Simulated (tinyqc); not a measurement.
Inside a calculation. Method: CIS and TDHF on RHF in the sto-3g basis, for H2O, spin multiplicity 1. One step of it, computed by the program tinyqc.

Question. CIS matrix, triplets. A(ia,jb) = (e_a - e_i) d_ij d_ab - (ij|ab).

orbital energies (hartree): MO1 -20.255946, MO2 -1.173825, MO3 -0.523573, MO4 -0.394909, MO5 -0.377889, MO6 0.380507, MO7 0.545155

Two-electron integrals over orbitals (pq|rs), unique and non-zero (hartree):
```
(11|11) 4.747501    (21|11) -0.435928   (21|21) 0.063119    (22|11) 1.031422
(22|21) -0.016439   (22|22) 0.725661    (31|11) 0.011971    (31|21) -0.001568
(31|22) 0.001048    (31|31) 0.009964    (32|11) -0.009112   (32|21) 0.000655
(32|22) 0.001019    (32|31) 0.015834    (32|32) 0.123528    (33|11) 0.731755
(33|21) -0.004689   (33|22) 0.593763    (33|31) -0.000249   (33|32) 0.000015
(33|33) 0.568321    (41|11) 0.143902    (41|21) -0.019574   (41|22) 0.010078
(41|31) 0.000847    (41|32) 0.000219    (41|33) 0.004555    (41|41) 0.022810
(42|11) -0.141723   (42|21) 0.006969    (42|22) -0.035002   (42|31) 0.000166
(42|32) 0.002279    (42|33) 0.002665    (42|41) 0.020010    (42|42) 0.130515
(43|11) 0.013872    (43|21) -0.000388   (43|22) 0.007021    (43|31) -0.001631
(43|32) 0.031832    (43|33) 0.004440    (43|41) -0.000692   (43|42) -0.006230
(43|43) 0.058054    (44|11) 0.925769    (44|21) -0.010647   (44|22) 0.661455
(44|31) -0.000079   (44|32) -0.007400   (44|33) 0.548481    (44|41) -0.008405
(44|42) -0.090926   (44|43) 0.004323    (44|44) 0.686458    (51|51) 0.025940
(52|51) 0.033661    (52|52) 0.153787    (53|51) -0.000873   (53|52) -0.003223
(53|53) 0.024755    (54|51) -0.010324   (54|52) -0.039203   (54|53) 0.001566
(54|54) 0.044745    (55|11) 1.115364    (55|21) -0.012396   (55|22) 0.759909
(55|31) 0.000337    (55|32) -0.004739   (55|33) 0.581848    (55|41) 0.004037
(55|42) -0.077492   (55|43) 0.008085    (55|44) 0.683239    (55|55) 0.880159
(61|11) 0.184218    (61|21) -0.027902   (61|22) 0.003710    (61|31) 0.001392
(61|32) 0.000921    (61|33) -0.000168   (61|41) -0.004405   (61|42) -0.019891
(61|43) 0.000630    (61|44) 0.013588    (61|55) 0.005132    (61|61) 0.022635
(62|11) -0.245856   (62|21) 0.006197    (62|22) -0.121251   (62|31) 0.000559
(62|32) 0.005993    (62|33) -0.055060   (62|41) -0.017878   (62|42) -0.038858
(62|43) -0.001667   (62|44) -0.059644   (62|55) -0.132175   (62|61) 0.009525
(62|62) 0.088866    (63|11) 0.027368    (63|21) -0.000534   (63|22) 0.015441
(63|31) -0.001844   (63|32) 0.042694    (63|33) 0.010041    (63|41) 0.000282
(63|42) -0.004788   (63|43) 0.045186    (63|44) 0.005571    (63|55) 0.016115
(63|61) 0.000016    (63|62) -0.005946   (63|63) 0.086071    (64|11) -0.282321
(64|21) 0.003789    (64|22) -0.141323   (64|31) -0.000656   (64|32) -0.004540
(64|33) -0.047058   (64|41) -0.002280   (64|42) 0.041730    (64|43) -0.008788
(64|44) -0.133648   (64|55) -0.159025   (64|61) -0.000946   (64|62) 0.062002
(64|63) -0.015759   (64|64) 0.104396    (65|51) -0.012292   (65|52) -0.048729
(65|53) 0.002502    (65|54) -0.008272   (65|65) 0.031847    (66|11) 0.739526
(66|21) -0.007155   (66|22) 0.567593    (66|31) -0.000487   (66|32) -0.012299
(66|33) 0.527227    (66|41) 0.015962    (66|42) 0.045521    (66|43) -0.011097
(66|44) 0.529615    (66|55) 0.556287    (66|61) -0.007711   (66|62) -0.079628
(66|63) -0.009056   (66|64) -0.049892   (66|66) 0.558876    (71|11) -0.020713
(71|21) 0.003282    (71|22) 0.000059    (71|31) 0.013871    (71|32) 0.021410
(71|33) -0.000730   (71|41) -0.000318   (71|42) 0.001050    (71|43) -0.002333
(71|44) -0.001130   (71|55) -0.000553   (71|61) -0.000620   (71|62) 0.001097
(71|63) -0.002160   (71|64) -0.000636   (71|66) -0.001126   (71|71) 0.019811
(72|11) 0.029784    (72|21) -0.000621   (72|22) 0.015169    (72|31) 0.015148
(72|32) 0.061531    (72|33) 0.002827    (72|41) 0.001013    (72|42) -0.000755
(72|43) -0.023564   (72|44) 0.009942    (72|55) 0.015593    (72|61) 0.001099
(72|62) -0.002378   (72|63) -0.024675   (72|64) -0.007716   (72|66) 0.007299
(72|71) 0.020372    (72|72) 0.073312    (73|11) 0.375617    (73|21) -0.006787
(73|22) 0.180011    (73|31) -0.000188   (73|32) -0.011188   (73|33) 0.086834
(73|41) 0.000056    (73|42) -0.068280   (73|43) 0.000498    (73|44) 0.145288
(73|55) 0.209573    (73|61) 0.004727    (73|62) -0.065429   (73|63) 0.002419
(73|64) -0.103958   (73|66) 0.045638    (73|71) -0.000916   (73|72) 0.009033
(73|73) 0.159513    (74|11) 0.007659    (74|21) -0.000105   (74|22) 0.001841
(74|31) -0.006934   (74|32) -0.064965   (74|33) 0.000580    (74|41) 0.000581
(74|42) 0.001802    (74|43) -0.016935   (74|44) 0.006112    (74|55) 0.003795
(74|61) -0.001077   (74|62) -0.005364   (74|63) -0.059500   (74|64) 0.004377
(74|66) 0.012407    (74|71) -0.009824   (74|72) -0.017546   (74|73) 0.010004
(74|74) 0.066995    (75|51) 0.001365    (75|52) 0.005498    (75|53) 0.023861
(75|54) -0.000515   (75|65) -0.000674   (75|75) 0.026468    (76|11) 0.005737
(76|21) -0.000173   (76|22) -0.000666   (76|31) -0.007091   (76|32) -0.082192
(76|33) -0.000524   (76|41) -0.001031   (76|42) -0.004247   (76|43) -0.066669
(76|44) 0.008435    (76|55) 0.002766    (76|61) 0.000207    (76|62) 0.000714
(76|63) -0.074219   (76|64) 0.008293    (76|66) 0.016661    (76|71) -0.009892
(76|72) -0.001939   (76|73) 0.013574    (76|74) 0.057464    (76|76) 0.112411
(77|11) 0.843863    (77|21) -0.009253   (77|22) 0.608191    (77|31) 0.001769
(77|32) 0.014776    (77|33) 0.567597    (77|41) 0.003215    (77|42) -0.023523
(77|43) 0.013990    (77|44) 0.572303    (77|55) 0.610144    (77|61) 0.003792
(77|62) -0.058363   (77|63) 0.022423    (77|64) -0.060839   (77|66) 0.531008
(77|71) 0.001684    (77|72) 0.008163    (77|73) 0.105420    (77|74) -0.010581
(77|76) -0.016423   (77|77) 0.595166
```

Give: CIS matrix A, triplet.

Answer.

CIS matrix A, triplet (hartree), lower triangle:
```
         1>6      1>7      2>6      2>7     3>6      3>7      4>6     4>7
1>6  19.8969
1>7  -0.0057  19.9572
2>6   0.0072   0.0002   0.9867
2>7   0.0002   0.0093   0.0007   1.1108
3>6   0.0005   0.0071   0.0123   0.0822  0.3769
3>7   0.0071  -0.0018   0.0822  -0.0148  0.0005   0.5011
4>6  -0.0160   0.0010  -0.0455   0.0042  0.0111   0.0667   0.2458
4>7   0.0010  -0.0032   0.0042   0.0235  0.0667  -0.0140  -0.0084  0.3678
5>6   0.0000   0.0000   0.0000   0.0000  0.0000   0.0000   0.0000  0.0000
5>7   0.0000   0.0000   0.0000   0.0000  0.0000   0.0000   0.0000  0.0000

         5>6     5>7
5>6   0.2021
5>7  -0.0028  0.3129
```
